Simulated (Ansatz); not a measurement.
A made-up structure of AlBH$_{4}$S, closed shell:

Al1  (-1.320, 0.288, -0.439)
B2  (0.840, 0.644, 0.501)
S3  (2.102, -0.874, 0.587)
H4  (-1.655, -1.373, -1.011)
H5  (-2.598, 1.517, -0.613)
H6  (1.367, 1.766, 1.009)
H7  (1.265, -1.967, -0.034)
(Å)

It is relaxed with PBE-D4/def2-SVP and then PBE0-D4/def2-TZVP (Ansatz 0.2.0). Atoms count as bonded within 1.22 times the sum of their covalent radii (H–H: 0.88 Å). The end point is not checked to be a true minimum.

Q: Does its bonding change? (Judge from chemistry; the calculation decides.)

A: The calculation gives: No: no bond forms or breaks.

Where it ends: The first stage lowers the energy by 1.18 eV in 5 steps. It ends as AlBH₄S ([AlH2][BH][SH]):
```
atom    x (Å)    y (Å)    z (Å)
 Al1  -1.1794   0.2562  -0.3919
  B2   0.7492   0.5735   0.4471
  S3   1.8783  -0.7798   0.5258
  H4  -1.4839  -1.2257  -0.9051
  H5  -2.3173   1.3568  -0.5458
  H6   1.2188   1.5766   0.8992
  H7   1.1342  -1.7577  -0.0293
```

Labels in which every atom is bracketed show which atoms are joined, not bond orders.

For scale, one of the runs: PBE0-D4/def2-TZVP relaxation, 129 basis functions, launched by `ansatz run in.yaml --threads 2 --pin off --events-out ev --progress --plain --max-ram 4352MiB`. The run took about 13 s on 2 CPU threads of an Arm Neoverse V1 (shared host).
